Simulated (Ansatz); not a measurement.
The input, for Ansatz 0.2.0:

```yaml
crystal:
  periodic: [false, false, false]
  atoms:
    - {symbol: Al, position_ang: [0.000000, 0.000000, 1.432992]}
    - {symbol: O, position_ang: [0.000000, 0.000000, -0.241478]}
    - {symbol: H, position_ang: [0.000000, 0.000000, -1.191514]}
basis:
  gaussian: {orbitals: cc-pVDZ}
magnetization: {spin_polarized: true, initial_magnetization: 2}
hamiltonian: {xc: {name: PBE}}
correlation: {method: rpa, electrons: outside_noble_gas}
```

```sh
$ ansatz run in.yaml --threads 1 --pin off --events-out ev --progress --plain --max-ram 2560MiB --backend cpu
```

The program prints:

```
353 factors; integrals over basis functions are off by at most 1.4e-3 eV
mean field evaluation 1: about -8644.8301 eV, gradient 4.3e1 eV
mean field evaluation 2: about -8644.8285 eV, gradient 4.3e1 eV
mean field evaluation 4: about -8650.3510 eV, gradient 1.4e1 eV
mean field evaluation 8: about -8651.7483 eV, gradient 7.8e-2 eV
mean field evaluation 16: about -8651.7397 eV, gradient 1.1e0 eV
mean field evaluation 32: about -8647.8466 eV, gradient 1.5e-3 eV
mean field evaluation 64: about -8650.7842 eV, gradient 3.6e0 eV
mean field evaluation 96: about -8573.4256 eV, gradient 5.4e1 eV
mean field -8651.74829592 eV, -317.9458855094 hartree, gradient 7.9e-6 eV, S^2 2.002558; 9 other end points of the search recorded, 0 dependent functions left out
6 core orbitals not correlated: weight in the atoms' cores, before any rotation towards them, 1.000 or more for the frozen orbitals, at most 0.000 for the correlated occupied ones
reference -8634.02842831 eV, -317.2946923858 hartree; 6, 4 occupied and 25, 27 virtual orbitals, 353 factors
Total energy: -8643.49398995 eV, -317.6425453600 hartree
```

Ran on 1 thread of AMD EPYC 7R13, shared host: 2.9 s wall, 0.15 GiB peak host memory.
